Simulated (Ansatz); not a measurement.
Relaxation of CH$_{6}$AlF (9 atoms, charge 0, multiplicity 1), to a largest force component of 0.03 eV/Å in at most 50 steps.

The calculation used RKS B3LYP-D4/def2-SVP (Ansatz).

```xyz
9
Properties=species:S:1:pos:R:3
Al -0.043 -0.385 -0.513
C -0.048 -0.270 2.650
H -0.963 -0.156 3.250
H 0.821 -0.402 3.311
H 0.103 0.657 2.065
H 1.410 0.147 -0.784
H -1.385 0.382 -0.794
F -0.178 -1.973 0.031
H -0.147 -1.160 1.999
```

Task: Where does it end, and by what steps?

Result: It converged. After 6 steps the energy has fallen by 0.058 eV; H7 moved furthest, 0.34 Å.

| step | energy less start (eV) | largest force component (eV/Å) | accepted |
| --- | --- | --- | --- |
| 0 | 0.0000 | 0.275 | yes |
| 1 | -0.0132 | 0.713 | yes |
| 2 | -0.0404 | 0.834 | yes |
| 3 | -0.0545 | 0.078 | yes |
| 4 | -0.0559 | 0.047 | yes |
| 5 | -0.0574 | 0.069 | yes |
| 6 | -0.0576 | 0.028 | yes |

```xyz
9
Properties=species:S:1:pos:R:3
Al -0.047 -0.430 -0.311
C -0.045 -0.233 2.525
H -0.965 -0.087 3.105
H 0.823 -0.320 3.192
H 0.106 0.652 1.885
H 1.412 0.144 -0.466
H -1.388 0.385 -0.459
F -0.191 -2.100 -0.207
H -0.136 -1.171 1.952
```

Whether the end is a true minimum wasn't checked by a vibrational analysis.

Run time: 20 s on 1 thread of Arm Neoverse V1 (shared host), peak memory 0.14 GiB.
